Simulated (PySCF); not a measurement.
Worked example for chloropentafluoroethane: homolysis of bond F1–C2

Structure: `FC(F)(F)C(F)(F)Cl` (C2ClF5). Numbering: `[F:1][C:2]([F:3])([F:4])[C:5]([F:6])([F:7])[Cl:8]`

Computed at M06-2X/def2-TZVP // PBE0-D3(BJ)/def2-SVP with PySCF (density fitting, grid level 3). Thermal corrections: GFN2-xTB frequencies, unscaled, ideal gas at 298.15 K and 1 bar, quasi-RRHO entropy. These were taken at the GFN2-xTB minima.

Step: `FC(F)(F)C(F)(F)Cl` → F• + `F[C](F)C(F)(F)Cl`.

```jsonl
{"species": "FC(F)(F)C(F)(F)Cl", "charge": "0", "multiplicity": "1", "E / Eh": "-1035.690178"}
{"species": "F•", "charge": "0", "multiplicity": "2", "E / Eh": "-99.733733"}
{"species": "F[C](F)C(F)(F)Cl", "charge": "0", "multiplicity": "2", "E / Eh": "-935.755110"}
```

Thermal terms, products less reactant: Δ(H − E) = -6.48 kJ/mol, Δ(G − E) = -52.12 kJ/mol. 1 Eh = 2625.50 kJ/mol.

Task: What are ΔE, ΔH and ΔG of this step?

Result: ΔE = 0.201335 Eh = 528.61 kJ/mol; ΔH = 522.1 kJ/mol; ΔG = 476.5 kJ/mol, all in the gas phase at 298.15 K and 1 bar. The digits show the arithmetic; the method itself can be off by 10 kJ/mol or more.

Caveats: spin-orbit coupling is left out of the energies, which matters for open shells on the heavier atoms.
